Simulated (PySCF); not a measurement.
# HF: mean field, correlation and small terms against distance

State: ¹Σ⁺, singlet, closed shell. RHF-based CCSD(T) in PySCF 2.14 with H aug-cc-pVTZ, F aug-cc-pVTZ and H aug-cc-pVQZ, F aug-cc-pVQZ (frozen core orbitals: 1; no relativity). Correlation energies are extrapolated as n⁻³ (n = 3, 4), Hartree–Fock as (n+1)·exp(−9√n). CV is the change on freezing 0 orbitals instead, in H cc-pVTZ, F cc-pwCVTZ. SR is the spin-free X2C energy in H cc-pVTZ-DK, F cc-pVTZ-DK less the non-relativistic one in H cc-pVTZ, F cc-pVTZ. All energies in eV from H + F.

| R (Å) | HF/CBS | CCSD corr. | (T) | CV | SR | total |
| --- | --- | --- | --- | --- | --- | --- |
| 0.8137 | -3.917 | -1.746 | -0.0780 | -0.0131 | 0.0086 | -5.746 |
| 0.8507 | -4.134 | -1.786 | -0.0841 | -0.0116 | 0.0088 | -6.007 |
| 0.8877 | -4.216 | -1.826 | -0.0904 | -0.0103 | 0.0088 | -6.134 |
| 0.9247 | -4.194 | -1.867 | -0.0969 | -0.0091 | 0.0087 | -6.157 |
| 0.9616 | -4.093 | -1.907 | -0.1036 | -0.0081 | 0.0085 | -6.103 |
| 1.0079 | -3.883 | -1.959 | -0.1122 | -0.0069 | 0.0082 | -5.953 |
| 1.0541 | -3.608 | -2.012 | -0.1211 | -0.0060 | 0.0078 | -5.740 |

A fit to the total gives Re = 0.9160 Å, De = 6.160 eV, ωe = 4153.2 cm⁻¹, Be = 20.99 cm⁻¹ (masses 1.0078 and 18.9984 u).

Problem. At R = 0.9247 Å the CCSD correlation energy is -0.281329 hartree in the smaller basis and -0.300872 in the larger. Extrapolate it.

Solution. (4³·E4 − 3³·E3)/(4³ − 3³) = -0.31513 hartree; the larger basis holds 95.5 % of it.

The T1 diagnostic is 0.010. The open-shell atoms are computed with UHF. Spin–orbit coupling, excitations beyond (T) and corrections to the Born–Oppenheimer picture are left out.
